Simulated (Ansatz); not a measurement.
System: bcc K. Method: r²SCAN in Ansatz (plane waves, PAW).

Settings: plane-wave cutoff 600 eV, 12×12×12 k mesh, Fermi–Dirac smearing 0.1 eV, finite displacements, scalar-relativistic PAW data made under PBE.

The cell has the measured lattice parameters. Conventional cell: a = 5.3269 Å, b = 5.3269 Å, c = 5.3269 Å, α = 90.00°, β = 90.00°, γ = 90.00°.

Space group Im-3m (No. 229); a = b = c = 5.3269 Å, α = β = γ = 90.00°

| atom | site | symmetry | x | y | z |
|---|---|---|---|---|---|
| K | 2a | m-3m | 0.0000 | 0.0000 | 0.0000 |
(The calculation used a cell of 1 atom; values per cell refer to that cell.)

Harmonic phonon frequencies (cm⁻¹; i marks an imaginary mode):

```csv
q point,frequencies
H,75 75 75
N,19 49 80
```

No imaginary mode appears at these points.

Note: the cell isn't this level's own, so it is under some stress, which shifts stiffness and frequencies.

Ansatz is an electronic-structure program.
